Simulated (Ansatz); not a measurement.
The input, for Ansatz 0.2.0:

```yaml
crystal:
  periodic: [false, false, false]
  atoms:
    - {symbol: Si, position_ang: [0.000000, 0.000000, 0.000000]}
    - {symbol: F, position_ang: [0.000000, 0.000000, 2.111000]}
basis:
  gaussian: {orbitals: def2-mTZVP}
total_charge: 1
magnetization: {spin_polarized: false}
correlation: {method: ccsdt, electrons: valence}
```

```sh
$ ansatz run in.yaml --threads 1 --pin off --events-out ev --progress --plain --max-ram 2393MiB
```

Task: Roughly how long does this take on 1 thread of Arm Neoverse V2, shared host, and how much host memory?

Result: 2 s wall and 0.14 GiB.

```
577 factors; integrals over basis functions are off by at most 1.3e-7 eV
mean field evaluation 1: about -10547.1746 eV, gradient 8.1e1 eV
mean field evaluation 2: about -10547.1752 eV, gradient 8.1e1 eV
mean field evaluation 4: about -10558.0062 eV, gradient 1.2e1 eV
mean field evaluation 8: about -10558.7111 eV, gradient 5.2e-1 eV
mean field evaluation 16: about -10558.0035 eV, gradient 1.2e1 eV
mean field -10558.71515464 eV, -388.0256249787 hartree, gradient 6.2e-6 eV, S^2 0.000000; 0 other end points of the search recorded, 0 dependent functions left out
6 core orbitals not correlated: weight in the atoms' cores, before any rotation towards them, 1.000 or more for the frozen orbitals, at most 0.000 for the correlated occupied ones
reference -10558.71515464 eV, -388.0256249787 hartree; 5, 5 occupied and 30, 30 virtual orbitals, 577 factors
second order -7.48340686 eV of doubles, -0.00000000 eV of singles
cycle   1  -7.10133501 eV  change    3.8e-1 eV  update   1.7e-1
cycle   2  -7.62379890 eV  change   -5.2e-1 eV  update   1.7e-1
cycle   3  -7.91958779 eV  change   -3.0e-1 eV  update   6.2e-2
cycle   4  -8.04878102 eV  change   -1.3e-1 eV  update   3.8e-2
cycle   5  -8.00497760 eV  change    4.4e-2 eV  update   2.4e-2
cycle   6  -7.99972496 eV  change    5.3e-3 eV  update   1.6e-2
cycle   7  -8.02758599 eV  change   -2.8e-2 eV  update   7.7e-3
cycle   8  -8.03241995 eV  change   -4.8e-3 eV  update   6.0e-3
cycle   9  -8.03070055 eV  change    1.7e-3 eV  update   3.1e-3
cycle  10  -8.02887128 eV  change    1.8e-3 eV  update   1.1e-3
cycle  11  -8.02900271 eV  change   -1.3e-4 eV  update   7.8e-4
cycle  12  -8.02850002 eV  change    5.0e-4 eV  update   3.4e-4
cycle  13  -8.02836585 eV  change    1.3e-4 eV  update   1.4e-4
cycle  14  -8.02848473 eV  change   -1.2e-4 eV  update   5.7e-5
cycle  15  -8.02844003 eV  change    4.5e-5 eV  update   4.9e-5
cycle  16  -8.02841815 eV  change    2.2e-5 eV  update   1.6e-5
cycle  17  -8.02841617 eV  change    2.0e-6 eV  update   7.8e-6
cycle  18  -8.02841120 eV  change    5.0e-6 eV  update   5.7e-6
cycle  19  -8.02840867 eV  change    2.5e-6 eV  update   3.5e-6
cycle  20  -8.02840793 eV  change    7.4e-7 eV  update   2.2e-6
cycle  21  -8.02840717 eV  change    7.6e-7 eV  update   1.1e-6
Total energy: -10566.74356181 eV, -388.3206635004 hartree
```

The T1 diagnostic is 0.045.
